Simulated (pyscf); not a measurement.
Four-centre exchange: H₃C–Al(F)–F + H₂ → H₃C–Al(F)–F + H₂

Gas phase, singlet surface, charge 0. Bonds broken: C1–H8, H5–H9. Bonds formed: C1–H5, H8–H9. Single points on ωB97X-D3(BJ)/def2-SVP structures (PySCF, gas phase).

Transition state (Å):

```xyz
9

C     -0.0551    -0.1740     1.0002
Al     1.8058     0.2257     0.6764
F      2.5554     1.5301     1.3808
F      2.7429    -0.7170    -0.3196
H     -1.7015    -0.0541     0.6933
H     -0.4648    -1.0336     0.4827
H     -0.5797     0.4847     1.6821
H     -1.3188    -0.9174     1.8190
H     -2.1573    -0.6233     1.3710
```

One imaginary mode, 2160i cm⁻¹; descent along it reached the two sides named.

```csv
bond,change,reactant side (Å),saddle,product side
C1–H8,breaks,1.099,1.679,4.1
H5–H9,breaks,0.760,0.996,2.8
C1–H5,forms,4.1,1.679,1.103
H8–H9,forms,2.8,0.995,0.760
```

Electronic energies relative to the separated reactants (kJ/mol):

```tsv
level	barrier	reaction energy	reverse barrier
ωB97X-D3(BJ)/def2-TZVP	496.9	0.0	496.9
PBE/def2-TZVP	438.4	0.0	438.4
r²SCAN/def2-TZVP	464.3	0.0	464.3
B3LYP-D3(BJ)/def2-TZVP	472.6	0.0	472.6
PBE0-D3(BJ)/def2-TZVP	466.9	0.0	466.9
M06-2X/def2-TZVP	496.3	0.0	496.3
ωB97M-D3(BJ)/def2-TZVP	479.9	0.0	479.9
HF/def2-TZVP	596.2	0.0	596.2
```

With ωB97M-D3(BJ)/def2-TZVP energies and thermal terms (ideal gas, 1 atm, RRHO with modes under 100 cm⁻¹ raised to 100, one conformer, R ln 2 for chiral ones without a mode under 150 cm⁻¹), in kJ/mol:

```
T (K)    ΔH‡    ΔG‡   ΔH   ΔG
-----  -----  -----  ---  ---
298    473.5  510.7  0.0  0.0
600    470.7  549.9  0.0  0.0
900    471.1  589.5  0.0  0.0
1200   473.0  628.7  0.0  0.0
```

From the product side, CH₃• + [F–Al–F]• + H₂ lies, by one bond made or cut, 102.4 kJ/mol under this saddle at ωB97M-D3(BJ)/def2-TZVP. The same reactants have a lower exit, to CH₃• + [F–Al–F]• + H₂ (no saddle counted: cutting one bond costs +377.5 kJ/mol at ωB97M-D3(BJ)/def2-TZVP, against +479.9 kJ/mol here). This is the saddle that the search found; another between the same sides may lie lower.
